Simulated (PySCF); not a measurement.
A GIAO shielding run with PySCF 2.14.0 with density-fitted response routines (density fitting, non-relativistic, gas phase) on SMILES C[Si]C, C₂H₆Si:

```
{"job": {"kind": "nmr", "xc": "wB97X-D", "basis": "pcSseg-1", "pop": false}, "charge": 0, "multiplicity": 1}
Si    -0.001226     0.009183    -1.308278
C      1.434835    -0.012154    -0.050915
H      1.375389    -0.927530     0.567476
H      1.351252     0.836580     0.652732
H      2.428287     0.020667    -0.521847
C     -1.434787     0.010845    -0.047912
H     -1.380028     0.926204     0.571260
H     -1.344806    -0.837891     0.654668
H     -2.428905    -0.025915    -0.517173
```

Hardware: 1 thread of an Arm Neoverse V1, shared host.

**Question.** How large is the calculation?

**Answer.** 32 electrons, 88 basis functions and 479 auxiliary functions.

**Question.** How long does it take?

**Answer.** 3.8 s of wall time, with 11 SCF cycles and 7 response iterations. Times on a shared host scatter by some tens of per cent.

**Question.** And these other runs on the same molecule and hardware: GIAO shielding at PBE0/pcSseg-1?

**Answer.** PBE0/pcSseg-1: 88 functions, 4 s.
